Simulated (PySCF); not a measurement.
# C4H2: excited-state relaxation

What do calculations give for the excited-state relaxation of C4H2 (`C#CC#C`)?

Computed with PySCF 2.14.0 and routines of our own; the level stands in each step. Atoms count from 0.

## 1. The starting structure

6 atoms, charge 0, multiplicity 1; geometry from: GFN2-xTB.

## 2. Relaxing the molecule at B3LYP/def2-TZVP

Job settings and geometry (Å):

```
{"job": {"xc": "B3LYP", "basis": "def2-TZVP", "grid": 1, "kind": "geom"}, "charge": 0, "multiplicity": 1}
C      1.858390     0.308419     0.073206
C      0.671010     0.112556     0.104253
C     -0.670102    -0.111666     0.142759
C     -1.857539    -0.307001     0.175498
H      2.892007     0.481668     0.048133
H     -2.890644    -0.481987     0.207585
```

Command:

```console
OMP_NUM_THREADS=1 python excited_run.py task.json out
```

One launch serves the whole session: the jobs run in the order shown.

What it wrote:

```text
step   0  E = -153.54809682  max force = 0.011249
step   1  E = -153.54841340  max force = 0.001554
step   2  E = -153.54841585  max force = 0.000202
optimisation converged
```

It took 6.5 s on 1 thread of Arm Neoverse V1, shared host; peak memory 0.46 GiB.

Along the way:

```csv
step,energy from step 0 (eV),largest force component (eV/Å)
0,0.0000,0.5784
1,-0.0086,0.0799
2,-0.0087,0.0104
```

Distances of close pairs at the start and the end, largest changes first:

```
 bond  before (Å)  after (Å)  change (Å)
C3–H5       1.048      1.062      +0.014
C0–H4       1.048      1.062      +0.014
C1–C2       1.360      1.364      +0.004
C0–C1       1.204      1.205      +0.001
C2–C3       1.204      1.205      +0.001
```

The final coordinates are the input of the step that follows.

```
                         at the end point         value
  point group (found at 0.08 Å tolerance)         Dinfh
rotational constants (GHz, main isotopes)  4.426, 4.426
                        dipole moment (D)          0.00
```

## 3. Excited-state relaxation: TDA B3LYP/def2-TZVP

Job settings and geometry (Å):

```
{"job": {"kind": "xopt", "state": "S1", "method": "TDA", "freq": true, "xc": "B3LYP", "basis": "def2-TZVP", "grid": 1}, "charge": 0, "multiplicity": 1}
C      1.853905     0.314832     0.054171
C      0.665956     0.115595     0.089175
C     -0.679349    -0.107662     0.127734
C     -1.867115    -0.307745     0.164078
H      2.901522     0.488783     0.025252
H     -2.914654    -0.481918     0.194348
```

Level: TDA B3LYP/def2-TZVP excited-state geometry optimisation, gas phase.

What it wrote:

```text
final grid: 25664 points
cycle   1  E = -153.5141880269  dE =  5.589e-01  |g| = 3.722e-01  |ddm| = 4.419e+00
cycle   2  E = -153.5211706715  dE = -6.983e-03  |g| = 3.136e-01  |ddm| = 1.076e+00
cycle   3  E = -153.5457555801  dE = -2.458e-02  |g| = 1.034e-01  |ddm| = 4.280e-01
cycle   4  E = -153.5480012277  dE = -2.246e-03  |g| = 4.192e-02  |ddm| = 7.886e-02
cycle   5  E = -153.5484149337  dE = -4.137e-04  |g| = 2.118e-03  |ddm| = 2.474e-02
cycle   6  E = -153.5484158429  dE = -9.092e-07  |g| = 8.717e-05  |ddm| = 6.094e-03
cycle   7  E = -153.5484158449  dE = -2.066e-09  |g| = 1.676e-05  |ddm| = 2.924e-04
cycle   8  E = -153.5484158450  dE = -8.470e-11  |g| = 1.908e-06  |ddm| = 2.107e-05
converged SCF energy = -153.5484158450

vertical S1 at the ground-state geometry: 4.8126 eV
step    E(state)/Eh    max force   excitation/eV  root
  0    -153.35870134   0.234077     5.0929      1
  1    -153.38702447   0.025992     3.6841      1
  2    -153.39060638   0.018881     3.7044      1
  3    -153.39741999   0.046172     3.4048      1
  4    -153.39420903   0.053980     2.7723      1
  5    -153.40121053   0.016306     2.9425      1
  6    -153.40203026   0.008717     2.9365      1
  7    -153.40378944   0.022524     2.8153      1
  8    -153.40436354   0.054777     2.4200      1
  9    -153.40611301   0.023924     2.5701      1
 10    -153.40718364   0.010677     2.4554      1
 11    -153.40763122   0.003504     2.2878      1
 12    -153.40770602   0.002343     2.3304      1
 13    -153.40775102   0.001246     2.3489      1
 14    -153.40777507   0.000850     2.3607      1
 15    -153.40777698   0.000256     2.3608      1
optimisation converged
vertical emission 2.3608 eV, adiabatic 3.8270 eV, Stokes shift 2.4518 eV, reorganisation 0.9856 (excited) and 1.4662 eV (ground)
zero-point change -0.1050 eV, 0-0 energy 3.7219 eV
frequencies of the excited state (cm-1): 218 241 414 523 633 784 939 961 1572 2118 3178 3180
```

Run time: 4.5 min. Hardware: 1 thread of Arm Neoverse V1, shared host; peak memory 0.6 GiB.

In short:

```
                 quantity    value
  vertical absorption, S1  4.81 eV
     adiabatic energy, S1  3.83 eV
    vertical emission, S1  2.36 eV
         Stokes shift, S1  2.45 eV
geometry moved (RMSD), S1  0.384 Å
```

Bonds of the start that changed most:

```
 bond  start (Å)  end (Å)
C0–C1      1.205    1.293
C2–C3      1.205    1.293
C1–C2      1.364    1.290
C3–H5      1.062    1.083
C0–H4      1.062    1.083
```

## 4. Excited-state relaxation: UKS B3LYP/def2-TZVP

Job settings and geometry (Å):

```
{"job": {"kind": "xopt", "state": "T1", "method": "UKS", "freq": true, "xc": "B3LYP", "basis": "def2-TZVP", "grid": 1}, "charge": 0, "multiplicity": 1}
C      1.853905     0.314832     0.054171
C      0.665956     0.115595     0.089175
C     -0.679349    -0.107662     0.127734
C     -1.867115    -0.307745     0.164078
H      2.901522     0.488783     0.025252
H     -2.914654    -0.481918     0.194348
```

Method: UKS B3LYP/def2-TZVP excited-state geometry optimisation, gas phase.

What it wrote:

```text
final grid: 25664 points
cycle   1  E = -153.5141880269  dE =  5.589e-01  |g| = 3.722e-01  |ddm| = 4.419e+00
cycle   2  E = -153.5211706715  dE = -6.983e-03  |g| = 3.136e-01  |ddm| = 1.076e+00
cycle   3  E = -153.5457555801  dE = -2.458e-02  |g| = 1.034e-01  |ddm| = 4.280e-01
cycle   4  E = -153.5480012277  dE = -2.246e-03  |g| = 4.192e-02  |ddm| = 7.886e-02
cycle   5  E = -153.5484149337  dE = -4.137e-04  |g| = 2.118e-03  |ddm| = 2.474e-02
cycle   6  E = -153.5484158429  dE = -9.092e-07  |g| = 8.717e-05  |ddm| = 6.094e-03
cycle   7  E = -153.5484158449  dE = -2.066e-09  |g| = 1.676e-05  |ddm| = 2.924e-04
cycle   8  E = -153.5484158450  dE = -8.470e-11  |g| = 1.908e-06  |ddm| = 2.107e-05
converged SCF energy = -153.5484158450

vertical T1 at the ground-state geometry: 4.1376 eV
step    E(state)/Eh    max force   <S^2>
  0    -153.38297053   0.245703    2.0067
  1    -153.41587117   0.020772    2.0078
  2    -153.41744280   0.014927    2.0078
  3    -153.41936487   0.020104    2.0077
  4    -153.42140475   0.009907    2.0077
  5    -153.40715249   0.093012    2.0107
  6    -153.42429221   0.043560    2.0091
  7    -153.42585408   0.012635    2.0085
  8    -153.42674853   0.005309    2.0089
  9    -153.42764345   0.012242    2.0091
 10    -153.42808144   0.014482    2.0087
 11    -153.42863581   0.005977    2.0073
 12    -153.42883436   0.001545    2.0073
 13    -153.42889112   0.001360    2.0072
 14    -153.42893554   0.001034    2.0071
 15    -153.42896135   0.001275    2.0071
 16    -153.42897851   0.000664    2.0071
 17    -153.42898090   0.000084    2.0071
optimisation converged
vertical emission 2.1226 eV, adiabatic 3.2500 eV, Stokes shift 2.0150 eV, reorganisation 0.8876 (excited) and 1.1274 eV (ground)
zero-point change -0.1151 eV, 0-0 energy 3.1349 eV
frequencies of the excited state (cm-1): 208 236 307 547 644 670 783 978 1547 2167 3255 3256
```

It took 3.2 min on 1 thread of Arm Neoverse V1, shared host; peak memory 0.54 GiB.

In short:

```csv
quantity,value
"vertical gap at the ground-state geometry, T1",4.14 eV
"adiabatic energy, T1",3.25 eV
"vertical gap at the relaxed geometry, T1",2.12 eV
"difference of the two gaps, T1",2.02 eV
"geometry moved (RMSD), T1",0.352 Å
```

Bonds of the start that changed most:

```csv
bond,start (Å),end (Å)
C1–C2,1.364,1.284
C2–C3,1.205,1.284
C0–C1,1.205,1.284
C0–H4,1.062,1.077
C3–H5,1.062,1.077
```

## 5. What came out

| quantity | value |
| --- | --- |
| point group | Dinfh |
| rotational constants (main isotopes) | 4.43, 4.43 GHz |
| vertical absorption, S1 (step 3, TDA B3LYP/def2-TZVP) | 4.81 eV |
| adiabatic energy, S1 (step 3, TDA B3LYP/def2-TZVP) | 3.83 eV |
| vertical emission, S1 (step 3, TDA B3LYP/def2-TZVP) | 2.36 eV |
| Stokes shift, S1 (step 3, TDA B3LYP/def2-TZVP) | 2.45 eV |
| vertical gap at the ground-state geometry, T1 (step 4, UKS B3LYP/def2-TZVP) | 4.14 eV |
| adiabatic energy, T1 (step 4, UKS B3LYP/def2-TZVP) | 3.25 eV |
| vertical gap at the relaxed geometry, T1 (step 4, UKS B3LYP/def2-TZVP) | 2.12 eV |
| difference of the two gaps, T1 (step 4, UKS B3LYP/def2-TZVP) | 2.02 eV |

**Reading.** The optimisation took 2 steps and gained 0.009 eV; among the close pairs (by a distance rule), C3–H5 changed most, from 1.048 to 1.062 Å. In steps 3, 4 the harmonic model is doubtful. In step 3 (excited-state relaxation), among the bonds C0–C1 changes most, from 1.205 to 1.293 Å. The atoms move far more than that, so angles or torsions carry the main change. In step 4 (excited-state relaxation), among the bonds C1–C2 changes most, from 1.364 to 1.284 Å. The atoms move far more than that, so angles or torsions carry the main change. ΔSCF (UKS) and response values aren't on one footing and may follow different states, so their differences aren't method errors alone, and singlets and triplets from the two don't rank.
